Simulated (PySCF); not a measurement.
Gas-phase reaction: 3 H3SiSiCl3 + SiH → 5 SiH2Cl + 2 SiCl2

Method: PySCF energies plus ideal-gas RRHO corrections (1 bar). † marks an energy on the PBE0/def2-TZVP geometry and frequencies; other levels use their own. CCSD(T) freezes the core. Open shells (unrestricted): SiH (multiplicity 2, electronic degeneracy 4), SiH2Cl (multiplicity 2); the rest are closed-shell singlets. Spin-orbit splitting is ignored; it lowers the true energy and changes the entropy of SiH. H3SiSiCl3, SiH2Cl: computed as isolated molecules; such fragments, hydroxides, amides, oligomers or adducts are transient or little studied in the gas. CCSD(T) isn't extrapolated to the basis-set limit. The harmonic model lacks anharmonicity and excited electronic states, which grow with temperature; levels with a mode under 35 cm⁻¹ are left out. Internal rotation in H3SiSiCl3 is treated as a harmonic vibration of one conformer, which makes the entropy rough.

```tsv
level	ΔE electronic, kJ	ΔH°(298 K), kJ	ΔS°(298 K), J/K	ΔG°(800 K), kJ
CCSD(T)/def2-SVP†	772	750	547	326
HF/def2-TZVP†	605	583	547	159
M06-2X/def2-TZVP†	744	722	547	298
PBE/def2-SVP	742	720	546	296
PBE/def2-TZVP†	721	699	547	276
r2SCAN/def2-TZVP†	753	731	547	308
```
ΔH° is lowest at HF/def2-TZVP† and highest at CCSD(T)/def2-SVP†. No reference value is set beside these.
